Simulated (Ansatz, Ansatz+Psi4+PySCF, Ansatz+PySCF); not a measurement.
```yaml
atoms:
  - { symbol: H, position_ang: [0.0000, -1.2531, -1.2962] }
  - { symbol: C, position_ang: [0.0000, -0.1707, -1.2275] }
  - { symbol: C, position_ang: [0.0000, 0.4666, 0.0000] }
  - { symbol: C, position_ang: [0.0000, -0.1707, 1.2275] }
  - { symbol: H, position_ang: [0.0000, 0.3881, 2.1546] }
  - { symbol: H, position_ang: [0.0000, 0.3881, -2.1546] }
  - { symbol: H, position_ang: [0.0000, 1.6048, 0.0000] }
  - { symbol: H, position_ang: [0.0000, -1.2531, 1.2962] }
```

Basis set: cc-pVTZ (spherical functions). Left uncorrelated: 3 orbitals. Correlation on ROHF uses semicanonical orbitals with singles. Charge 0, multiplicity 2.

Computed with Ansatz (development build ahead of 0.2.0); each method stands on the lowest determinant of its kind that the runs found.

Give the atomization energy at this shape (free ground-state atoms in the same class of orbitals less the molecule, no zero-point energy) of doublet C3H5 by ROHF-CCSD(T), ROHF-MP2, UHF-MP2.

```
      method  atomization energy
ROHF-CCSD(T)            32.39 eV
    ROHF-MP2            32.79 eV
     UHF-MP2            32.43 eV
```

Caution for ROHF-CCSD(T), ROHF-MP2: an unrestricted determinant lies well below. Caution for UHF-MP2: the unrestricted determinant is spin contaminated.
